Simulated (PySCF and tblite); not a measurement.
Values are calculated unless marked as measured or tabulated.
2 diastereomers of C₄H₁₀O₂, numbered alike:

```json
{"isomer": "A", "SMILES": "[CH3:1][C@H:2]([OH:3])[C@H:4]([CH3:5])[OH:6]", "descriptors (one enantiomer)": "2S, 4S"}
{"isomer": "B", "SMILES": "[CH3:1][C@@H:2]([OH:3])[C@H:4]([CH3:5])[OH:6]", "descriptors (one enantiomer)": "2R, 4S"}
```

Protocol: conformer search, at most 5 conformers an isomer, PBE0-D3(BJ)/def2-SVP geometries, energies PBE0/def2-TZVP (D3(BJ) added where defined), GIAO shieldings PBE0/pcSseg-1, weights at 298.15 K with GFN2-xTB thermal terms. Programs: PySCF with density fitting and tblite.

Problem. What shifts does each isomer give (ppm)?

Solution. 
A: ¹H (against TMS): 3.07 (H2/H4, 2H), 1.10 (H1/H5, 6H). ¹³C (against TMS): 73.6 (C2/C4), 20.7 (C1/C5).

B: ¹H (against TMS): 3.53 (H2/H4, 2H), 1.03 (H1/H5, 6H). ¹³C (against TMS): 70.4 (C2/C4), 18.3 (C1/C5). H not on carbon is left out.

Problem. Which carbons tell the isomers apart best?

Solution. C2: 73.6 in A, 70.4 in B; C1: 20.7 in A, 18.3 in B ppm.

H on N, O and S are left out: they exchange, and hydrogen bonds move them by several ppm. Shifts are unscaled: against experiment ¹³C can be off by 15 ppm or more and ¹H by 0.8 ppm. The cap on conformers cut off some of the population, so the set may be incomplete.
